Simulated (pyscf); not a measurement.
Thermochemistry of product channels of HO–Si(F)(F)–F on the singlet surface, in kcal/mol, from CCSD(T)/def2-TZVPP + ΔMP2(QZVPP) energies (ideal gas, 1 atm, RRHO with modes under 100 cm⁻¹ raised to 100, one conformer, R ln 2 for chiral ones without a mode under 150 cm⁻¹). Single points on ωB97X-D3(BJ)/def2-SVP structures (PySCF, gas phase). MP2 and CC: frozen core, UHF for open shells. ΔMP2 is the change of the MP2 total energy from the triple- to the quadruple-zeta basis.

```
products                      ΔE  ΔH(298 K)  ΔG(600 K)  ΔG(1200 K)
------------------------  ------  ---------  ---------  ----------
HO–Si:–F [singlet] + F–F  +236.2     +234.1     +212.8         [?]
O=Si(F)–F + HF               [?]      +88.8      +69.9       +51.9
```

Some entries are withheld; supply them.


- HO–Si:–F [singlet] + F–F, ΔG(1200 K): +192.4
- O=Si(F)–F + HF, ΔE: +90.6

These are energies of the channels, which say nothing of barriers. The CCSD(T) − MP2 part came from Ansatz, without density fitting, on the same reference.
